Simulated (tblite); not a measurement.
Compound: C4H12N2.
Bonds: C1–C2, C2–C3, C3–N4, N4–N5, N5–C6. Hydrogens: H7, H8, H9 on C1; H10, H11 on C2; H12, H13 on C3; H14 on N4; H15 on N5; H16, H17, H18 on C6.

A start from a force field or distance geometry was refined with GFN2-xTB geometry optimisation, gas phase (tblite). Values at the start:

```
 coordinate    start
      C1–C2  1.525 Å
      C1–H7  1.116 Å
      C2–C3  1.518 Å
     C2–H10  1.074 Å
      C3–N4  1.439 Å
     C3–H12  1.096 Å
      N4–N5  1.375 Å
     N4–H14  1.012 Å
      N5–C6  1.421 Å
     N5–H15  1.028 Å
     C6–H16  1.108 Å
     C6–H18  1.124 Å
   C1–C2–C3   105.1°
   C2–C3–N4   113.6°
   C3–N4–N5   113.0°
   N4–N5–C6   117.0°
C2–C3–N4–N5     -62°
C3–N4–N5–C6    -148°
```

**Question.** How do these coordinates change at the GFN2-xTB level?

**Answer.** 
```json
{"coordinate": "N4–N5", "GFN2-xTB (Å or °)": "1.416", "change": "+0.041"}
{"coordinate": "N5–C6", "GFN2-xTB (Å or °)": "1.450", "change": "+0.029"}
{"coordinate": "C1–H7", "GFN2-xTB (Å or °)": "1.088", "change": "-0.028"}
{"coordinate": "C6–H18", "GFN2-xTB (Å or °)": "1.099", "change": "-0.025"}
{"coordinate": "C2–H10", "GFN2-xTB (Å or °)": "1.094", "change": "+0.020"}
{"coordinate": "C6–H16", "GFN2-xTB (Å or °)": "1.088", "change": "-0.020"}
{"coordinate": "C2–C3", "GFN2-xTB (Å or °)": "1.535", "change": "+0.017"}
{"coordinate": "C3–N4", "GFN2-xTB (Å or °)": "1.455", "change": "+0.016"}
{"coordinate": "N5–H15", "GFN2-xTB (Å or °)": "1.023", "change": "-0.005"}
{"coordinate": "N4–H14", "GFN2-xTB (Å or °)": "1.017", "change": "+0.005"}
{"coordinate": "C3–H12", "GFN2-xTB (Å or °)": "1.094", "change": "-0.002"}
{"coordinate": "C1–C2", "GFN2-xTB (Å or °)": "1.523", "change": "-0.002"}
{"coordinate": "C1–C2–C3", "GFN2-xTB (Å or °)": "111.5", "change": "+6.4"}
{"coordinate": "N4–N5–C6", "GFN2-xTB (Å or °)": "111.6", "change": "-5.4"}
{"coordinate": "C3–N4–N5", "GFN2-xTB (Å or °)": "116.7", "change": "+3.7"}
{"coordinate": "C2–C3–N4", "GFN2-xTB (Å or °)": "115.3", "change": "+1.7"}
{"coordinate": "C3–N4–N5–C6", "GFN2-xTB (Å or °)": "-86", "change": "+62"}
{"coordinate": "C2–C3–N4–N5", "GFN2-xTB (Å or °)": "-71", "change": "-9"}
```

The energy falls by 0.821 eV over 145 L-BFGS steps, the largest force on an atom goes from 3.42 to 0.010 eV/Å, and the atoms move by 0.555 Å rms after alignment. The bond that changes most is N4–N5 (both ends hydrazine nitrogen), which lengthens by 0.041 Å. Bonds longer at the end by more than 0.005 Å: 6 of 17; shorter: 8. Among the dihedrals that turn most is H14–N4–N5–C6, from 73° to 150°. Rotational constants go from 11199, 1478, 1408 to 8511, 1538, 1488 MHz.

Its GFN2-xTB frequencies are all real (lowest 62 cm⁻¹). The numbers are those of one conformer. 3 starts were optimised and ended at 0.00, 2.55 and 2.71 kcal/mol (GFN2-xTB); the lowest of these is shown.

These are computed values.
